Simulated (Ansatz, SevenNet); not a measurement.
**Grey tin (α-Sn), equilibrium lattice constant a**

Reference value: 6.477 Å (measured, static lattice: zero-point anharmonic expansion removed; as tabulated in Mejia-Rodriguez and Trickey (2018), arXiv:1807.09216).

| level (code) | value (Å) | error (%) |
|---|---|---|
| SevenNet-0 (SevenNet) | 6.643 | +2.56 |
| LDA (Ansatz) | 6.472 | -0.08 |
| PBE (Ansatz) | 6.655 | +2.75 |
| PBEsol (Ansatz) | 6.539 | +0.96 |
| PBEsol+SOC (Ansatz) | 6.540 | +0.97 |
| PBE-D3(BJ) (Ansatz) | 6.573 | +1.48 |
| rVV10 (Ansatz) | 6.685 | +3.21 |
| r²SCAN (Ansatz) | 6.566 | +1.37 |
| r²SCAN+SOC (Ansatz) | 6.564 | +1.34 |
| r²SCAN+rVV10 (Ansatz) | 6.535 | +0.90 |
| HSE06 (Ansatz) | 6.556 | +1.22 |
| PBE0 (Ansatz) | 6.544 | +1.03 |

Closest of these to the reference: LDA (-0.08 %). Farthest off: rVV10 (+3.21 %). Within 2 %: LDA, PBEsol, PBEsol+SOC, PBE-D3(BJ), r²SCAN, r²SCAN+SOC, r²SCAN+rVV10, HSE06, PBE0. The least costly first-principles kind among them: DFT without exact exchange (LDA, PBEsol, PBEsol+SOC, PBE-D3(BJ), r²SCAN, r²SCAN+SOC, r²SCAN+rVV10).

Cutoffs and k meshes differ between the levels. Ansatz's density-functional and Hartree–Fock values are scalar-relativistic unless marked +SOC, with PAW data made under PBE.

Machine-learned potentials (SevenNet-0) are trained on DFT data, which may include these solids.

Differences are worked out from the printed values.

Ansatz is a program for electronic structure.
